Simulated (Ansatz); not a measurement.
# C₃H₃F₃: up Jacob's ladder to CCSD(T)

The task here is to estimate one member of a computed series from the others.

The runs use Ansatz 0.2.0, Gaussian basis; functionals in def2-TZVPP, the program's frozen cores in correlated methods.

The runs, in order: LDA (SPW92), PBE-D4, revPBE-D4, BLYP-D4, r2SCAN-D4, B97M-V, PBE0-D4, B3LYP-D4, r2SCANh-D4, r2SCAN0-D4, HSE06-D4, BHLYP-D4, CAM-B3LYP-D4, LC-ωPBE, ωB97X-V, ωB97M-V, B2PLYP, PBE-QIDH; CCSD(T)/def2-SVP; CCSD(T)/def2-TZVPP; MP2/def2-QZVPP; extrapolation to the limit; RPA on PBE.

### The relaxed structure

The geometry comes from an earlier relaxation with PBE0-D4 in a triple-zeta def2 set; it is a stationary point, not always the lowest conformer.

SMILES `CC(F)=C(F)F`, 9 atoms, charge 0, spin multiplicity 1.

Atoms are counted from 1 here; the program's logs count them from 0.

Bond lengths: C1–C2 1.476 Å, C1–H7 1.093 Å, C1–H8 1.093 Å, C1–H9 1.089 Å, C2–F3 1.343 Å, C2–C4 1.323 Å, C4–F5 1.311 Å, C4–F6 1.317 Å. Angles: C2–C1–H7 110.4°, C2–C1–H8 110.4°, C2–C1–H9 110.6°, H7–C1–H8 107.9°, H7–C1–H9 108.7°, H8–C1–H9 108.7°, C1–C2–F3 115.6°, C1–C2–C4 126.9°, F3–C2–C4 117.6°, C2–C4–F5 124.8°, C2–C4–F6 123.6°, F5–C4–F6 111.5°.

The first run:

Contents of in.yaml:

```yaml
crystal:
  periodic: [false, false, false]
  atoms:
    - {symbol: C, position_ang: [-0.168240, -0.928920, 0.696475]}
    - {symbol: C, position_ang: [0.337484, -0.050488, -0.376227]}
    - {symbol: F, position_ang: [1.248177, -0.601405, -1.194849]}
    - {symbol: C, position_ang: [-0.012628, 1.204488, -0.605924]}
    - {symbol: F, position_ang: [0.463754, 1.949977, -1.573734]}
    - {symbol: F, position_ang: [-0.893032, 1.860647, 0.121300]}
    - {symbol: H, position_ang: [0.653693, -1.259902, 1.337170]}
    - {symbol: H, position_ang: [-0.641345, -1.817590, 0.269813]}
    - {symbol: H, position_ang: [-0.899362, -0.403208, 1.308877]}
basis:
  gaussian: {orbitals: def2-TZVPP}
hamiltonian: {xc: lda}
output: {orbitals: {seedname: orbitals}}
```

The run is started by

```bash
ansatz run in.yaml --threads 4 --pin off --events-out ev --progress --plain --max-ram 10444MiB
```

Among the steps run: LDA; PBE-D4 (GGA); revPBE-D4 (GGA); BLYP-D4 (GGA); r2SCAN-D4 (meta-GGA); B97M-V (meta-GGA); B3LYP-D4 (hybrid); r2SCANh-D4 (hybrid); r2SCAN0-D4 (hybrid); HSE06-D4 (hybrid); BHLYP-D4 (hybrid); CAM-B3LYP-D4 (range-separated); LC-ωPBE (range-separated); ωB97X-V (range-separated); ωB97M-V (range-separated); B2PLYP (double hybrid); PBE-QIDH (double hybrid).

One table of the session follows, with a row left open; its other results are not shown here.

It belongs to the step «Orbital energies across the functionals». 

| functional | HOMO (eV) | LUMO (eV) | gap (eV) |
| --- | --- | --- | --- |
| LDA (SPW92) | -5.95 | -0.41 | 5.54 |
| PBE-D4 | -5.74 | -0.14 | 5.60 |
| revPBE-D4 | -5.66 | -0.04 | 5.63 |
| BLYP-D4 | -5.67 | -0.09 | 5.58 |
| r2SCAN-D4 | -5.98 | 0.12 | 6.10 |
| B97M-V | -6.07 | 0.21 | 6.28 |
| PBE0-D4 | -7.12 | 0.89 | 8.01 |
| B3LYP-D4 | -6.94 | 0.57 | 7.50 |
| r2SCANh-D4 | -6.50 | 0.49 | 6.99 |
| r2SCAN0-D4 | -7.28 | 1.05 | 8.33 |
| HSE06-D4 | -6.71 | 0.50 | 7.22 |
| BHLYP-D4 | ? | ? | ? |
| CAM-B3LYP-D4 | -8.56 | 1.99 | 10.55 |
| LC-ωPBE | -9.85 | 3.25 | 13.10 |
| ωB97X-V | -9.48 | 3.21 | 12.69 |
| ωB97M-V | -9.38 | 2.76 | 12.14 |

**Question.** Estimate the row for BHLYP-D4.

Worked estimate for «HOMO (eV)». Against the share of exact exchange, BLYP-D4 (0, -5.67), B3LYP-D4 (0.2, -6.94) give a slope of -6.35 per unit share; at 0.5 the line stands at -8.84.

The run gave: HOMO (eV): -8.42; LUMO (eV): 1.86; gap (eV): 10.28. In «HOMO (eV)» the line misses by -0.42.
